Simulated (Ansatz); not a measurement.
Rutile PbO2, treated with PBEsol (PAW; Ansatz, a program for electronic structure).

Settings: plane-wave cutoff 520 eV, 12×12×16 k mesh (along the axes of the cell as run), Fermi–Dirac smearing 0.05 eV, scalar-relativistic PAW data made under PBE.

Computed points:

```tsv
V (Å³/atom)	E − E_lowest (meV/atom)	P (GPa)
13.637	9.75	5.74
13.921	2.33	2.69
14.205	0.00	0.00
14.489	2.11	-2.33
14.773	8.09	-4.35
```

### Question
What bulk modulus B0 and pressure derivative B′ does a third-order Birch–Murnaghan fit give?

### Answer
V0 = 14.206 Å³/atom, B0 = 125 GPa, B′ = 5.9 (fit to the energies at full precision).

Shape and atoms are relaxed at each volume.

Note: the bulk modulus comes from volumes at which shape and atoms were relaxed.

Spin–orbit coupling is not included; it can shift volumes and moduli of such heavy elements.

Computed values are for the static lattice.
